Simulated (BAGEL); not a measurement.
# One shape, several levels: N2H4 (hydrazine)

Wanted: a comparison of 6 runs (HF/3-21G, HF/def2-SVP, HF/aug-cc-pVDZ, B3LYP/6-31G*, B3LYP/def2-SVP, RI-MP2/6-311G**) of N2H4 (hydrazine). 

The calculation is run with BAGEL 1.2.2.

8 further runs of the same task are left out: 3 that didn't finish, 5 set aside as unsound or not needed.

## 1. Starting point

The species is N2H4 (6 atoms), meant as a singlet with charge 0. SMILES: `NN`. The coordinates come from a PBE0-D4/def2-TZVP relaxation. This is one conformer, not always the lowest.

Bond lengths: N1–N2 1.415 Å, N1–H3 1.014 Å, N1–H4 1.011 Å, N2–H5 1.014 Å, N2–H6 1.011 Å. Angles: N1–N2–H5 112.7°, N1–N2–H6 108.2°, N2–N1–H3 112.7°, N2–N1–H4 108.2°, H5–N2–H6 108.3°, H3–N1–H4 108.3°.

## 2. A single-point energy at HF/3-21G (run 1)

hf.json

```json
{ "bagel": [

{
  "title": "molecule",
  "basis": "3-21g",
  "df_basis": "qzvpp-jkfit",
  "angstrom": "true",
  "geometry": [
    { "atom": "N", "xyz": [      -0.135100,      -0.701700,       0.195900 ] },
    { "atom": "N", "xyz": [       0.447300,       0.583800,       0.089900 ] },
    { "atom": "H", "xyz": [      -1.076200,      -0.737600,      -0.180500 ] },
    { "atom": "H", "xyz": [       0.438700,      -1.352200,      -0.322700 ] },
    { "atom": "H", "xyz": [       0.103900,       1.104700,      -0.709700 ] },
    { "atom": "H", "xyz": [       0.221500,       1.102900,       0.927100 ] }
  ]
},

{ "title": "hf", "df": "false" },

{ "title": "print", "file": "orbitals.molden", "orbitals": "true" }

]}
```

On the command line:

```console
$ BAGEL_NUM_THREADS=1 BAGEL hf.json > hf.out
```

The program printed:

```text
* using 1 threads per process

  ===============================================================
  ===============================================================

  *** Geometry ***

  { "atom" : "N", "xyz" : [     -0.255302,     -1.326021,      0.370197 ] },
  { "atom" : "N", "xyz" : [      0.845274,      1.103222,      0.169886 ] },
  { "atom" : "H", "xyz" : [     -2.033723,     -1.393862,     -0.341096 ] },
  { "atom" : "H", "xyz" : [      0.829023,     -2.555288,     -0.609815 ] },
  { "atom" : "H", "xyz" : [      0.196343,      2.087580,     -1.341139 ] },
  { "atom" : "H", "xyz" : [      0.418574,      2.084179,      1.751965 ] },

  Number of auxiliary basis functions:      226

  Since a DF basis is specified, we compute 2- and 3-index integrals:
    o Being stored without compression. Storage requirement is 0.001 GB

  Number of basis functions:       26
  Number of electrons      :       18

    * METHOD: MOLECULE                             0.02

  *** RHF ***

  === Nuclear Repulsion ===
    41.8337110163

      * DIIS with orbital gradients will be used.

  === RHF iteration (3-21g) ===
      0       -108.33963467          0.05658319           0.01
      1       -110.22640047          0.07603580           0.01
      2       -110.47397433          0.02870192           0.01
      3       -110.54066854          0.00584073           0.01
      4       -110.54695375          0.00247745           0.01
      5       -110.54786481          0.00046072           0.01
      6       -110.54789234          0.00007810           0.01
      7       -110.54789347          0.00002177           0.01
      8       -110.54789359          0.00000346           0.01
      9       -110.54789359          0.00000098           0.01
     10       -110.54789359          0.00000018           0.01
     11       -110.54789359          0.00000007           0.00
     12       -110.54789359          0.00000002           0.00
     13       -110.54789359          0.00000001           0.00
    * SCF iteration converged.

    * Permanent dipole moment:
           (    0.688715,    -0.260049,     0.630549) a.u.

    * METHOD: HF                                   0.09

    * METHOD: PRINT                                0.00

  ===============================================================
```

It took 0.26 s on 1 thread of Intel Xeon 6975P-C (Granite Rapids), shared host.

## 3. A single-point energy at HF/def2-SVP (run 2)

calc.json

```json
{ "bagel": [

{
  "title": "molecule",
  "basis": "svp",
  "df_basis": "qzvpp-jkfit",
  "angstrom": true,
  "geometry": [
    { "atom": "N", "xyz": [      -0.135100,      -0.701700,       0.195900 ] },
    { "atom": "N", "xyz": [       0.447300,       0.583800,       0.089900 ] },
    { "atom": "H", "xyz": [      -1.076200,      -0.737600,      -0.180500 ] },
    { "atom": "H", "xyz": [       0.438700,      -1.352200,      -0.322700 ] },
    { "atom": "H", "xyz": [       0.103900,       1.104700,      -0.709700 ] },
    { "atom": "H", "xyz": [       0.221500,       1.102900,       0.927100 ] }
  ]
},

{
  "title": "hf",
  "df": false
},

{
  "title": "print",
  "file": "orbitals.molden",
  "orbitals": true
}

]}
```

On the command line:

```console
$ BAGEL_NUM_THREADS=1 BAGEL calc.json > calc.out
```

The program printed:

```text
* using 1 threads per process

  ===============================================================
  ===============================================================

  *** Geometry ***

  { "atom" : "N", "xyz" : [     -0.255302,     -1.326021,      0.370197 ] },
  { "atom" : "N", "xyz" : [      0.845274,      1.103222,      0.169886 ] },
  { "atom" : "H", "xyz" : [     -2.033723,     -1.393862,     -0.341096 ] },
  { "atom" : "H", "xyz" : [      0.829023,     -2.555288,     -0.609815 ] },
  { "atom" : "H", "xyz" : [      0.196343,      2.087580,     -1.341139 ] },
  { "atom" : "H", "xyz" : [      0.418574,      2.084179,      1.751965 ] },

  Number of auxiliary basis functions:      226

  Since a DF basis is specified, we compute 2- and 3-index integrals:
    o Being stored without compression. Storage requirement is 0.004 GB

  Number of basis functions:       48
  Number of electrons      :       18

    * METHOD: MOLECULE                             0.03

  *** RHF ***

  === Nuclear Repulsion ===
    41.8337110163

      * DIIS with orbital gradients will be used.

  === RHF iteration (svp) ===
      0       -105.66302314          0.04821764           0.04
      1       -110.42641227          0.06834547           0.04
      2       -110.97147541          0.02913044           0.04
      3       -111.07691066          0.01010957           0.04
      4       -111.09149087          0.00299321           0.04
      5       -111.09299722          0.00083326           0.04
      6       -111.09315619          0.00012808           0.04
      7       -111.09316431          0.00003410           0.04
      8       -111.09316487          0.00000934           0.04
      9       -111.09316491          0.00000198           0.04
     10       -111.09316491          0.00000047           0.04
     11       -111.09316491          0.00000019           0.04
     12       -111.09316491          0.00000007           0.04
     13       -111.09316491          0.00000002           0.04
     14       -111.09316491          0.00000001           0.04
    * SCF iteration converged.

    * Permanent dipole moment:
           (    0.592953,    -0.223890,     0.542875) a.u.

    * METHOD: HF                                   0.61

    * METHOD: PRINT                                0.00

  ===============================================================
```

It took 0.8 s on 1 thread of Intel Xeon 6975P-C (Granite Rapids), shared host.

## 4. The energy at HF/aug-cc-pVDZ (run 3)

calc.json

```json
{ "bagel" : [

{
  "title" : "molecule",
  "basis" : "aug-cc-pvdz.json",
  "df_basis" : "qzvpp-jkfit",
  "angstrom" : "true",
  "geometry" : [
    { "atom" : "N", "xyz" : [   -0.135100,   -0.701700,    0.195900 ] },
    { "atom" : "N", "xyz" : [    0.447300,    0.583800,    0.089900 ] },
    { "atom" : "H", "xyz" : [   -1.076200,   -0.737600,   -0.180500 ] },
    { "atom" : "H", "xyz" : [    0.438700,   -1.352200,   -0.322700 ] },
    { "atom" : "H", "xyz" : [    0.103900,    1.104700,   -0.709700 ] },
    { "atom" : "H", "xyz" : [    0.221500,    1.102900,    0.927100 ] }
  ]
},
{ "title" : "hf", "df" : "false" },
{ "title" : "print", "file" : "orbitals.molden", "orbitals" : "true" }

]}
```

The basis set aug-cc-pVDZ is read from a file made from the Basis Set Exchange's data (not shown).

On the command line:

```console
$ BAGEL_NUM_THREADS=1 BAGEL calc.json > calc.out
```

The program printed:

```text
* using 1 threads per process

  ===============================================================
  ===============================================================

  *** Geometry ***

  { "atom" : "N", "xyz" : [     -0.255302,     -1.326021,      0.370197 ] },
  { "atom" : "N", "xyz" : [      0.845274,      1.103222,      0.169886 ] },
  { "atom" : "H", "xyz" : [     -2.033723,     -1.393862,     -0.341096 ] },
  { "atom" : "H", "xyz" : [      0.829023,     -2.555288,     -0.609815 ] },
  { "atom" : "H", "xyz" : [      0.196343,      2.087580,     -1.341139 ] },
  { "atom" : "H", "xyz" : [      0.418574,      2.084179,      1.751965 ] },

  Number of auxiliary basis functions:      226

  Since a DF basis is specified, we compute 2- and 3-index integrals:
    o Being stored without compression. Storage requirement is 0.012 GB

  Number of basis functions:       82
  Number of electrons      :       18

    * METHOD: MOLECULE                             0.04

  *** RHF ***

  === Nuclear Repulsion ===
    41.8337110163

      * DIIS with orbital gradients will be used.

  === RHF iteration (aug-cc-pvdz.json) ===
      0        -84.57181002          0.10128123           0.19
      1       -105.72186498          0.09576058           0.19
      2       -110.54710331          0.04675303           0.19
      3       -111.00709155          0.02766145           0.24
      4       -111.18260916          0.00819809           0.19
      5       -111.19954813          0.00241086           0.19
      6       -111.20122918          0.00052352           0.19
      7       -111.20134616          0.00008315           0.19
      8       -111.20135309          0.00002258           0.19
      9       -111.20135339          0.00000416           0.19
     10       -111.20135340          0.00000121           0.19
     11       -111.20135340          0.00000028           0.19
     12       -111.20135340          0.00000010           0.19
     13       -111.20135340          0.00000003           0.20
     14       -111.20135340          0.00000001           0.22
    * SCF iteration converged.

    * Permanent dipole moment:
           (    0.557716,    -0.210583,     0.510613) a.u.

    * METHOD: HF                                   3.01

    * METHOD: PRINT                                0.01

  ===============================================================
```

Wall time 3.3 s (1 thread of Intel Xeon 6975P-C (Granite Rapids), shared host).

Runs 4 to 5 aren't shown in full; the table further down has their settings and results.

## 5. Energy and gradient at RI-MP2/6-311G(d,p) (density fitting with qzvpp-jkfit, cc-pv5z-ri for correlation) (run 6)

input.json

```json
{ "bagel": [

{
  "title": "molecule",
  "basis": "6-311gss.json",
  "df_basis": "qzvpp-jkfit",
  "geometry": [
    { "atom": "N", "xyz": [ -0.25530200, -1.32602082,  0.37019735 ] },
    { "atom": "N", "xyz": [  0.84527450,  1.10322211,  0.16988638 ] },
    { "atom": "H", "xyz": [ -2.03372326, -1.39386199, -0.34109557 ] },
    { "atom": "H", "xyz": [  0.82902285, -2.55528767, -0.60981462 ] },
    { "atom": "H", "xyz": [  0.19634254,  2.08758045, -1.34113863 ] },
    { "atom": "H", "xyz": [  0.41857434,  2.08417894,  1.75196509 ] }
  ]
},
{
  "title": "force",
  "method": [
    {
      "title": "mp2",
      "ncore": 2,
      "aux_basis": "cc-pv5z-ri"
    }
  ]
}

]}
```

The basis set 6-311G** is read from a file made from the Basis Set Exchange's data (not shown).

On the command line:

```console
$ BAGEL_NUM_THREADS=1 BAGEL input.json > input.out
```

The program printed:

```text
* using 1 threads per process

  ===============================================================
  ===============================================================

  *** Geometry ***

  { "atom" : "N", "xyz" : [     -0.255302,     -1.326021,      0.370197 ] },
  { "atom" : "N", "xyz" : [      0.845275,      1.103222,      0.169886 ] },
  { "atom" : "H", "xyz" : [     -2.033723,     -1.393862,     -0.341096 ] },
  { "atom" : "H", "xyz" : [      0.829023,     -2.555288,     -0.609815 ] },
  { "atom" : "H", "xyz" : [      0.196343,      2.087580,     -1.341139 ] },
  { "atom" : "H", "xyz" : [      0.418574,      2.084179,      1.751965 ] },

  Number of auxiliary basis functions:      226

  Since a DF basis is specified, we compute 2- and 3-index integrals:
    o Being stored without compression. Storage requirement is 0.007 GB

  Number of basis functions:       60
  Number of electrons      :       18

    * METHOD: MOLECULE                             0.03

  The gradients will be computed analytically.

  *** RHF ***

  === Nuclear Repulsion ===
    41.8337110111

      * DIIS with orbital gradients will be used.

  === RHF iteration (6-311gss.json) ===
      0       -111.10801381          0.02794874           0.00
      1       -111.18826464          0.01386208           0.00
      2       -111.21023395          0.00201123           0.00
      3       -111.21100318          0.00031010           0.00
      4       -111.21103248          0.00009292           0.01
      5       -111.21103653          0.00002161           0.00
      6       -111.21103677          0.00000565           0.00
      7       -111.21103679          0.00000102           0.00
      8       -111.21103679          0.00000047           0.00
      9       -111.21103679          0.00000012           0.00
     10       -111.21103679          0.00000003           0.00
     11       -111.21103679          0.00000001           0.00
    * SCF iteration converged.

    * Permanent dipole moment:
           (    0.582246,    -0.219846,     0.533073) a.u.

  === DF-MP2 calculation ===

    * freezing 2 orbitals
  Number of auxiliary basis functions:      750

  Since a DF basis is specified, we compute 2- and 3-index integrals:
    o Being stored without compression. Storage requirement is 0.022 GB

  Number of basis functions:       60
  Number of electrons      :       18

      MP2 correlation energy:   -0.3723978728

    * Permanent dipole moment: MP2 unrelaxed
           (    0.577183,    -0.217935,     0.528437) a.u.

  === Z-vector iteration ===

      0     0.00032578536107           0.00
      1     0.00008395422920           0.00
      2     0.00001886406198           0.00
      3     0.00000464808997           0.00
      4     0.00000100410833           0.00
      5     0.00000021318956           0.00
      6     0.00000003502671           0.00
      7     0.00000000748776           0.00

    * Permanent dipole moment: MP2 relaxed
           (    0.567454,    -0.214262,     0.519530) a.u.

  * Nuclear energy gradient

    o Atom   0
        x          0.0032825355
        y          0.0060357729
        z         -0.0044898655
    o Atom   1
        x         -0.0064259906
        y         -0.0048485889
        z          0.0016052914
    o Atom   2
        x          0.0002376662
        y         -0.0001859087
        z          0.0012629393
    o Atom   3
        x          0.0000605051
        y         -0.0009658699
        z          0.0013330467
    o Atom   4
        x          0.0012448380
        y         -0.0003745835
        z          0.0000930041
    o Atom   5
        x          0.0016004457
        y          0.0003391781
        z          0.0001955841

    * METHOD: FORCE                                1.51

  ===============================================================
```

Wall time 1.7 s (1 thread of Intel Xeon 6975P-C (Granite Rapids), shared host).

## 6. The series

| run | level | integral approximation | Cartesian functions | energy (Eh) | dipole moment (D) | HOMO energy (eV) | LUMO energy (eV) | wall time |
| --- | --- | --- | --- | --- | --- | --- | --- | --- |
| 1 | HF/3-21G | none | no | -110.547894 | 2.46 | -10.63 | 7.27 | 0.26 s |
| 2 | HF/def2-SVP | none | no | -111.093165 | 2.12 | -10.92 | 4.85 | 0.8 s |
| 3 | HF/aug-cc-pVDZ | none | no | -111.201353 | 2.00 | -11.07 | 0.99 | 3.3 s |
| 4 | B3LYP/6-31G* (density fitting with qzvpp-jkfit, Cartesian functions) | qzvpp-jkfit | yes | -111.856039 | 2.11 | -6.44 | 2.17 | 1.4 s |
| 5 | B3LYP/def2-SVP (density fitting with svp-jkfit) | svp-jkfit | no | -111.777485 | 2.00 | -6.44 | 1.46 | 1.7 s |
| 6 | RI-MP2/6-311G** (density fitting with qzvpp-jkfit, cc-pv5z-ri for correlation) | qzvpp-jkfit | no | -111.583435 | 2.03 | – | – | 1.7 s |

## 7. Outcome

| quantity | value |
| --- | --- |
| run 6: total energy | -111.58343 Eh |
| run 6: dipole moment (of the density that the program reports) | 2.03 D |
| run 6: correlation energy (2 core orbitals frozen) | -372.4 mEh |
| run 6: largest force on an atom | 0.422 eV/Å |

What this shows: The dipole moment (its size) runs from 2.00 D (HF/aug-cc-pVDZ) to 2.46 D (HF/3-21G). Over runs 1, 2, 3, 4, 5 the HOMO–LUMO gap runs from 7.91 eV (B3LYP/def2-SVP) to 17.90 eV (HF/3-21G). The two ends differ in method and basis. All runs together took 9.2 s, the longest 3.3 s.
